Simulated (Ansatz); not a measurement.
We consider bcc Ba, described by PBEsol in Ansatz (PAW).

A relaxed, unreconstructed slab of the (211) face has 12 atoms, two equal faces of 29.109 Å² each and an energy of -70349.7069 eV. A bulk cell of 6 atoms with the same orientation and in-plane k mesh has -35175.6549 eV. Energies are extrapolated to zero smearing.

Settings: plane-wave cutoff 500 eV, 8×14×1 k mesh (along the axes of the cell as run), Fermi–Dirac smearing 0.1 eV, scalar-relativistic PAW data made under PBE.

Worked out: γ = (E_slab − N E_bulk per atom)/2A = [-70349.7069 − 12 × (-35175.6549/6)]/(2 × 29.109) = 0.0275 eV/Å². With 16.022 J/m² per eV/Å² this is 0.44 J/m², or 0.80 eV per surface cell and face.

Ansatz is a program for electronic structure.
